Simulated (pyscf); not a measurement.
Structures and frequencies: ωB97X-D3(BJ)/def2-SVP in PySCF. MP2 and CC: frozen core, UHF for open shells. ΔMP2 is the change of the MP2 total energy from the triple- to the quadruple-zeta basis.

Task: For the elementary gas-phase step water (H₂O) + O=Si(F)–F → HO–Si(OH)(F)–F (singlet surface; H–O broken, O–Si, H–O formed), what barrier and reaction energy does CCSD(T)/def2-TZVPP + ΔMP2(QZVPP) give, measured from the separated reactants?

Result: ΔE‡ = -104.2 kJ/mol, ΔE = -344.1 kJ/mol. Zero-point energy shifts the barrier by +3.9 kJ/mol. It is an addition across a multiple bond or ene-type step, with an imaginary mode of 872i cm⁻¹. On the reactant side the descent ends in an adduct with a O–Si contact, 134.8 kJ/mol under the separated species and 18.7 kJ/mol under the saddle at ωB97X-D3(BJ)/def2-TZVP. At CCSD(T) the saddle lies under the separated reactants, which points to a path from their complex (located at ωB97X-D3(BJ) alone). What is counted as formed (O–Si) is already present as a longer contact in the reactant adduct; forming that adduct is a step of its own. At ωB97X-D3(BJ)/def2-TZVP the barrier from the zero used here is -116.1 kJ/mol. This is the saddle that the search found; another between the same sides may lie lower. The CCSD(T) − MP2 part came from Ansatz, without density fitting, on the same reference.
